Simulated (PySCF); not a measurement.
## C: ionisation energy

C [He] 2s2 2p2 [2p1/2^2, M_J = 0] → C⁺ [He] 2s2 2p1 [2p1/2^1, M_J = 1/2], as a difference of total energies. Computed with PySCF 2.14 in x2c-TZVPall-2c with one added diffuse shell each of s, p, d type (6s4p3d1f, 40 functions), with the two-component X2C-1e Hamiltonian. Correlated levels: 1s2 frozen. "Screened" scales the spin-orbit matrix elements by Boettger's factors to mimic the two-electron term; Breit and QED terms are absent.

```json
{"method": "GHF (spin-free)", "ionisation energy (eV)": "10.693"}
{"method": "GMP2 (spin-free)", "ionisation energy (eV)": "11.244"}
{"method": "GHF (screened spin-orbit)", "ionisation energy (eV)": "10.690"}
{"method": "GMP2 (screened spin-orbit)", "ionisation energy (eV)": "11.241"}
```

Task: How much does correlation contribute at GMP2 (screened spin-orbit)?

Result: 11.241 − (10.690) = 0.551 eV, measured against GHF (screened spin-orbit).

Errors of the correlated levels include the incompleteness of this basis and the frozen core.

The labels give the starting determinants; with spin-orbit coupling the two ends relaxed to ⟨J²⟩ = 2.00, ⟨L²⟩ = 2.00, ⟨S²⟩ = 2.01 and ⟨J²⟩ = 1.06, ⟨L²⟩ = 2.02, ⟨S²⟩ = 0.76.

The determinant of C and of C⁺ mixes levels of different J (the jj label is only the starting occupation), so the difference between spin-free and spin-orbit rows is not the physical spin-orbit shift.

For comparison: 11.260 eV (measured; NIST Atomic Spectra Database, ionization energies).
